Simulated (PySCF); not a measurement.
Compound: C₄H₈N (doublet state).
Z-matrix (Å and degrees, GFN2-xTB geometry), rows numbered from 1:
```
C 
C   1  1.2872
C   2  1.5515  1  125.75
C   3  1.5241  2  108.86  1  -123.74
N   3  1.4408  2  111.93  1   114.59
H   1  1.0673  2  136.05  3     0.95
H   2  1.0838  1  122.11  3   178.89
H   3  1.0944  2  108.57  1    -4.03
H   4  1.0868  3  110.21  2    59.15
H   4  1.0872  3  109.62  2   179.29
H   4  1.0885  3  110.42  2   -61.13
H   5  1.0141  3  111.18  2    59.52
H   5  1.0124  3  111.83  2   -62.61
```

The hyperfine couplings belong to this conformer and change with its torsions.

Identity: `C(=[C]/[H])/[C@H](C)N` [radical].

Level of theory: UKS B3LYP, pcH-1 on C H N, non-relativistic, mean-field spin-orbit, GIAO in PySCF. One conformer (not necessarily the lowest) at the GFN2-xTB geometry, without solvent, vibrations or thermal averaging. The geometry wasn't refined by DFT: couplings that depend on bond lengths, twists or pyramidal angles can differ widely from those at the functional's own minimum. No stability test was run, so a lower SCF solution isn't excluded.

Principal values of hyperfine tensors in MHz (contact and dipolar terms together), for some of the nuclei:

| atom | isotope | A1 | A2 | A3 |
| --- | --- | --- | --- | --- |
| C1 | 13C | 237.66 | 258.28 | 453.42 |
| H7 | 1H | 99.32 | 100.21 | 116.76 |
| H6 | 1H | 15.33 | 39.54 | 84.34 |
| C2 | 13C | -48.27 | -27.89 | -10.58 |
| H8 | 1H | -13.15 | -7.88 | 0.65 |
| H10 | 1H | 2.88 | 3.43 | 6.23 |
| H13 | 1H | -0.70 | 1.49 | 4.54 |
| H12 | 1H | -2.92 | -0.62 | 1.73 |

Give the isotropic coupling of each nucleus in MHz and in mT (g = 2.0023), and the anisotropic part.

a_iso = (A1 + A2 + A3)/3, Ti = Ai − a_iso; 1 mT corresponds to 28.024 MHz.

| atom | a_iso (MHz) | a_iso (mT) | T1 | T2 | T3 |
| --- | --- | --- | --- | --- | --- |
| C1 | 316.45 | 11.292 | -78.79 | -58.17 | 136.97 |
| H7 | 105.43 | 3.762 | -6.11 | -5.22 | 11.33 |
| H6 | 46.40 | 1.656 | -31.07 | -6.86 | 37.94 |
| C2 | -28.91 | -1.032 | -19.36 | 1.02 | 18.34 |
| H8 | -6.79 | -0.242 | -6.36 | -1.09 | 7.44 |
| H10 | 4.18 | 0.149 | -1.30 | -0.75 | 2.05 |
| H13 | 1.78 | 0.063 | -2.48 | -0.29 | 2.77 |
| H12 | -0.60 | -0.022 | -2.32 | -0.01 | 2.33 |

What spin density at the nucleus of C1 lies behind its contact coupling (g_N = 1.40482)?

a_FC = (2μ0/3) gₑ μB g_N μN ρ(0)/(2S·h) = 800.24 MHz × g_N × ρ(0)/(2S), with ρ in bohr⁻³. With a_FC = 316.45 MHz and 2S = 1, ρ(0) = 0.2815 bohr⁻³.

C3 (13C, g_N = 1.40482) isn't in the table. Its spin density at the nucleus is 0.06788 bohr⁻³. What is its contact coupling?

By the same relation, a_FC = 76.3 MHz. Its full tensor has the principal values 66.26, 67.12, 95.57 MHz.

Which nucleus of the table has the largest anisotropic coupling, and what is its form?

C1: -78.8, -58.2, 137.0 MHz, rhombic: the two smaller values differ by 15 % of the largest.

What first-order splitting does H7 cause when the field lies along A1, A2 or A3 of its tensor (g taken as isotropic, no quadrupole term)?

2 lines (I = 1/2), spaced by |A_i|/(g × 13.996): 3.54, 3.58, 4.17 mT along the axes of A1, A2 and A3.
